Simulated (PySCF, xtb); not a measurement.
Bonds broken one at a time in the series silaethenyl-X. Isolated molecules, 0 K electronic values unless said otherwise. One relaxed conformer stands for each flexible species; it need not be the lowest. Strings in code marks are SMILES. In the def2 sets, heavy atoms carry core potentials. Quantity: homolytic bond dissociation enthalpy at 298 K (no spin–orbit term). Enthalpy corrections at 298 K come from GFN2-xTB frequencies (xtb). Level 1: PBE-D3(BJ)/def2-TZVP // PBE0-D3(BJ)/def2-TZVP (PySCF). Level 2: ωB97X-D3(BJ)/def2-TZVP // PBE0-D3(BJ)/def2-TZVP (PySCF).

```json
[
 {"case": "S–C bond of `C=[SiH]SC` (C–Si–S–C torsion 0°), giving `C=[SiH][S]` and `[CH3]`", "level 1 (kcal/mol)": "56.7", "level 2 (kcal/mol)": "57.9"},
 {"case": "Si–C bond of `C=[SiH]C=O` (C–Si–C–O torsion 0°), giving `C=[SiH]` and `[CH]=O`", "level 1 (kcal/mol)": "68.8", "level 2 (kcal/mol)": "71.1"},
 {"case": "C–C bond of `C=[SiH]C(C)=O` (C–Si–C–O torsion 0°), giving `C=[SiH][C]=O` (C–Si–C–O torsion 104°) and `[CH3]`", "level 1 (kcal/mol)": "69.7", "level 2 (kcal/mol)": "withheld"},
 {"case": "C–O bond of `C=[SiH]C(=O)O` (C–Si–C–O torsion 0°, Si–C–O–H torsion -180°), giving `C=[SiH][C]=O` (C–Si–C–O torsion 104°) and `[OH]`", "level 1 (kcal/mol)": "99.0", "level 2 (kcal/mol)": "99.1"},
 {"case": "Si–N bond of `C=[SiH]N` (C–Si–N–H torsion 0°), giving `C=[SiH]` and `[NH2]`", "level 1 (kcal/mol)": "103.1", "level 2 (kcal/mol)": "108.1"},
 {"case": "Si–C bond of `C=[SiH]C#N`, giving `C=[SiH]` and `[C]#N`", "level 1 (kcal/mol)": "117.6", "level 2 (kcal/mol)": "127.0"}
]
```

Q: Fit level 2 = a + b·x to the 5 complete rows by least squares, with x = level 1 in kcal/mol. Give a, b and the rms residual, and predict the withheld value.

A: Means of the 5 rows: x̄ = 89.04, ȳ = 92.64 kcal/mol. Σ(x − x̄)² = 2568.1 and Σ(x − x̄)(y − ȳ) = 2822.5, so b = 1.099 and a = ȳ − b·x̄ = -5.21 kcal/mol. The rms residual is 2.45 kcal/mol. At x = 69.7 the line gives 71.4 kcal/mol. The run for C–C bond of `C=[SiH]C(C)=O` (C–Si–C–O torsion 0°), giving `C=[SiH][C]=O` (C–Si–C–O torsion 104°) and `[CH3]` gave 74.0 kcal/mol, so the line is off by 2.6 kcal/mol, within twice the rms residual.

Codes: PySCF, xtb.
